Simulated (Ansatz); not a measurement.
# CH3NO2: the cost of one run

The runs use Ansatz 0.2.0, Gaussian basis; the settings change from run to run.

## (1) The relaxed structure

An earlier PBE0-D4 in a triple-zeta def2 set relaxation fixed the geometry.

SMILES `N=C(O)O`, 7 atoms, charge 0, spin multiplicity 1.

Atoms are counted from 1 here; the program's logs count them from 0.

Bond lengths: N1–C2 1.264 Å, N1–H5 1.013 Å, C2–O3 1.331 Å, C2–O4 1.340 Å, O3–H6 0.965 Å, O4–H7 0.961 Å. Angles: C2–N1–H5 113.5°, N1–C2–O3 121.7°, N1–C2–O4 130.2°, O3–C2–O4 108.1°, C2–O3–H6 105.8°, C2–O4–H7 108.8°.

## (2) B97/aug-cc-pVTZ

Contents of in.yaml:

```yaml
crystal:
  periodic: [false, false, false]
  atoms:
    - {symbol: N, position_ang: [-0.656781, 0.744881, 0.517174]}
    - {symbol: C, position_ang: [0.149377, -0.107749, 0.047670]}
    - {symbol: O, position_ang: [1.114730, -0.642163, 0.792031]}
    - {symbol: O, position_ang: [0.231505, -0.634764, -1.182003]}
    - {symbol: H, position_ang: [-1.340427, 1.068785, -0.156640]}
    - {symbol: H, position_ang: [1.024887, -0.241413, 1.664927]}
    - {symbol: H, position_ang: [-0.461992, -0.255576, -1.728760]}
basis:
  gaussian: {orbitals: aug-cc-pVTZ}
hamiltonian: {xc: {name: B97}}
```

Started as:

```bash
ansatz run in.yaml --threads 2 --pin off --events-out ev --progress --plain --max-ram 4352MiB
```

What time and memory should one allow on 2 threads of Arm Neoverse V2, shared host?

About 6 s, with a peak of 0.45 GiB.
